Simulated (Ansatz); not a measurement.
# CHO: the cost of one run

Computed with Ansatz 0.2.0 (DFT unrestricted B3LYP, Gaussian basis aug-cc-pV(T+d)Z, unless a step's input says otherwise).

## (1) The structure to begin with

Bond lengths: H1–C2 1.124 Å, C2–O3 1.176 Å. Angles: H1–C2–O3 91.3°.

Structure file:

```xyz
3

H     0.9500    0.6000    0.0000
C     0.0000    0.0000    0.0000
O    -0.6500    0.9800    0.0000
```

## (2) Relaxing the atoms: CHO

Input file input.yaml:

```yaml
relax:
  f_tol: 0.0002
  max_steps: 200
crystal:
  periodic: [false, false, false]
  atoms:
    - { symbol: H, position_ang: [0.95, 0.6, 0.0] }
    - { symbol: C, position_ang: [0.0, 0.0, 0.0] }
    - { symbol: O, position_ang: [-0.65, 0.98, 0.0] }
magnetization:
  spin_polarized: true
  initial_magnetization: 1
basis:
  gaussian: { orbitals: "aug-cc-pV(T+d)Z.json" }
hamiltonian:
  xc: { name: B3LYP }
accuracy: high
```

Run with:

```bash
> ansatz run input.yaml --threads 4 --pin off --max-ram 6144MiB --backend cpu --events-out ev --progress --plain --runs-dir out
```

What time and memory should one allow on 4 threads of Arm Neoverse V1, shared host?

About 22 s, with a peak of 0.34 GiB.
